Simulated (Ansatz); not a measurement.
C3H4, SMILES C#CC, the interaction energy of a dimer with the counterpoise correction

Run with Ansatz 0.2.0 through its Python package.

`dimer_c3h4.py`
```python
# -*- coding: utf-8 -*-
"""Interaction energy of two C3H4 molecules, with the counterpoise correction."""

import ansatz as az

BASIS = "def2-SVP"
XC = "HF"

FIRST = [
    ("C", (-1.332, -0.6984, -0.7762)),
    ("C", (-0.4254, -0.1946, -0.2329)),
    ("C", (0.714, 0.3726, 0.4318)),
    ("H", (-2.1573, -1.0527, -1.2852)),
    ("H", (1.2566, 1.0917, -0.212)),
    ("H", (0.4537, 0.8936, 1.3687)),
    ("H", (1.4907, -0.4125, 0.7056)),
]
SECOND = [
    ("C", (0.216, -4.1578, -4.4625)),
    ("C", (0.6675, -3.7387, -3.4668)),
    ("C", (1.1827, -3.182, -2.2477)),
    ("H", (-0.1451, -4.6146, -5.315)),
    ("H", (0.9597, -3.8208, -1.3711)),
    ("H", (2.2735, -3.0189, -2.2732)),
    ("H", (0.713, -2.1761, -1.9986)),
]

def energy(atoms, ghosts=()):
    molecule = az.Crystal.molecule()
    for symbol, xyz in atoms:
        molecule = molecule.atom(symbol, xyz)
    calc = molecule.calculation().basis(gaussian=BASIS).functional(XC)
    deck = calc.input()
    if ghosts:
        deck = deck.set(az.key.basis.gaussian.ghost_atoms, [{"symbol": s, "position_ang": list(xyz)} for s, xyz in ghosts])
    return az.Session.from_dict(deck).plan().execute().report["free_energy_ev"]


def main():
    # ghost atoms carry the functions of the partner
    both = energy(FIRST + SECOND)
    alone = energy(FIRST) + energy(SECOND)
    ghosted = energy(FIRST, SECOND) + energy(SECOND, FIRST)
    print(f"dimer {both:.6f} eV")
    print(f"interaction, uncorrected   {23.060548 * (both - alone):8.3f} kcal/mol")
    print(f"interaction, counterpoise  {23.060548 * (both - ghosted):8.3f} kcal/mol")
    print(f"basis-set superposition    {23.060548 * (alone - ghosted):8.3f} kcal/mol")


if __name__ == "__main__":
    main()
```

```console
$ python dimer_c3h4.py
dimer -6300.873688 eV
interaction, uncorrected      0.232 kcal/mol
interaction, counterpoise     0.471 kcal/mol
basis-set superposition       0.240 kcal/mol
```

Uncorrected it is 0.232 kcal/mol, with the counterpoise correction 0.471 kcal/mol; the difference, 0.239 kcal/mol, is the superposition error. In this basis both values are repulsive.

What to keep in mind:
- Total energies depend on the basis set; only differences at equal settings carry meaning.
- The dimer is a generated trial pose of unrelaxed monomers, not a minimum, so the figure is no binding energy, and the basis set is small.
- Hartree-Fock leaves correlation out, so bond, atomisation and ionisation energies come out well too low.
- This level lacks the dispersion part of the attraction (electrostatics and induction are there), which can decide the sign where the interaction is weak.
- Hardware and time: 3.2 s on 1 thread of Arm Neoverse V1, on a shared host, peak memory 0.26 GiB.
